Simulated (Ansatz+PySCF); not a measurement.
Values are calculated unless marked as measured or tabulated.
A run of PySCF 2.14.0 on doublet CH₄B at this shape:

```yaml
atoms:
  - { symbol: C, position_ang: [0.0000, 0.0000, -0.7624] }
  - { symbol: B, position_ang: [0.0000, 0.0000, 0.7639] }
  - { symbol: H, position_ang: [-0.0836, -0.9074, -1.3565] }
  - { symbol: H, position_ang: [0.0836, 0.9074, -1.3565] }
  - { symbol: H, position_ang: [-0.0726, 1.0100, 1.3558] }
  - { symbol: H, position_ang: [0.0726, -1.0100, 1.3558] }
```

Its results:

```yaml
Converged: yes
Reference_energy: -64.84754 hartree
Correlation_energy: -0.24860 hartree
Total_energy: -65.09614 hartree
Spin_squared_of_the_determinant: 0.758
```

Task: Which input gives this output? Name the method, the orbitals and the basis set, and write the input.

Result: UHF-MP2 in cc-pVTZ.

```python
from pyscf import gto, scf, mp

mol = gto.M(atom="""
C 0.000000 0.000000 -0.762380
B 0.000000 0.000000 0.763890
H -0.083630 -0.907400 -1.356540
H 0.083630 0.907400 -1.356540
H -0.072630 1.010030 1.355790
H 0.072630 -1.010030 1.355790
""", basis='cc-pvtz', charge=0, spin=1)
mf = scf.UHF(mol)
mf.kernel()
pt = mp.MP2(mf, frozen=2).run()
print(mf.e_tot, pt.e_corr, pt.e_tot)
```
